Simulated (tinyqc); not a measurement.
UHF in the sto-6g basis, for OH-, spin multiplicity 1, step by step. The basis has no diffuse functions, so it cannot describe the extra electron: this is an exercise in the method, not the real anion. One step of it, computed by the program tinyqc.

Problem. Iteration 2: DIIS coefficients. Solve [B -1; -1 0][c; lambda] = [0; -1] for the coefficients, which sum to one.

B (overlaps of the stored error matrices):
```
[[5.0931046e-01, 2.1121483e-02],
 [2.1121483e-02, 6.4029022e-02]]
```

Give: DIIS coefficients.

Solution.

DIIS coefficients: [0.0808, 0.9192]
